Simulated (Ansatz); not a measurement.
# A basis-limit estimate, worked out

The pair of SiH4 (SMILES [SiH4], atoms 1–5) and SiH4O (SMILES [SiH3]O, atoms 6–11), both closed shells, in one local arrangement (a lower one may exist), relaxed at PBE0-D4/def2-TZVP:

```xyz
11
angstrom
Si -0.0243 -0.0813 -2.2001
H -0.0787 -1.2049 -1.2307
H -0.8442 1.0510 -1.7055
H -0.5484 -0.5426 -3.5117
H 1.3857 0.3557 -2.3654
Si 0.4107 0.1025 1.8045
O -1.1955 0.2826 1.4845
H 0.8196 -1.3285 1.7918
H 1.1217 0.8377 0.7326
H 0.7734 0.6747 3.1302
H -1.8199 -0.1469 2.0697
```

Both fragments are computed in the basis of the whole pair.

Program: Ansatz 0.2.0. Basis: def2-TZVPPD and def2-QZVPPD. Cores are frozen in the correlated methods.

Energies in eV:

| quantity | pair | first fragment | second fragment |
| --- | --- | --- | --- |
| Hartree–Fock, triple zeta (X = 3) | -17890.62055 | -7925.54839 | -9965.11545 |
| Hartree–Fock, quadruple zeta (X = 4) | -17891.22058 | -7925.80089 | -9965.46257 |
| MP2 correlation, X = 3 | -14.29679 | -3.92511 | -10.29634 |
| MP2 correlation, X = 4 | -15.31114 | -4.17242 | -11.05824 |
| CCSD(T) correlation, X = 3 | -16.21906 | -4.84253 | -11.29730 |

(1) Work out the interaction energy at the basis limit: extrapolate Hartree–Fock as E(X) = E∞ + A exp(−7.88 √X) and the MP2 correlation as E(X) = E∞ + B X^−2.97 (the exponents that Neese and Valeev fitted for def2-TZVPP and QZVPP, reused here for the diffuse sets), then add CCSD(T) − MP2 in triple zeta.

The T1 diagnostic stays at or below 0.012.

Answers

(1) Each step is linear, so take the differences first (pair − first fragment − second fragment): Hartree–Fock 0.04329 (X = 3) and 0.04288 (X = 4); MP2 correlation -0.07534 and -0.08048; CCSD(T) correlation -0.07923.
Two points give E∞ = E(4) + w [E(4) − E(3)], with w = 1/(exp(7.88 (2 − √3)) − 1) = 0.1377 for Hartree–Fock and w = 1/((4/3)^2.97 − 1) = 0.7407 for the correlation.
Hartree–Fock: 0.04288 + 0.1377 × (-0.00041) = 0.0428 eV.
MP2 correlation: -0.08048 + 0.7407 × (-0.00514) = -0.0843 eV.
CCSD(T) − MP2: -0.07923 − (-0.07534) = -0.0039 eV.
Sum: 0.0428 + (-0.0843) + (-0.0039) = -0.0454 eV, or -1.05 kcal/mol. Plain CCSD(T) in triple zeta gives -0.0359 eV, so the larger basis shifts the result by -0.0095 eV.

For scale, one of the runs: CCSD(T)/def2-TZVPPD, 272 basis functions, launched by `ansatz run in.yaml --threads 4 --pin off --events-out ev --progress --plain --max-ram 9574MiB`. The run took 2.6 min on 4 CPU threads of an Arm Neoverse N1 (shared host), with 6.7 GiB of host memory at its peak.
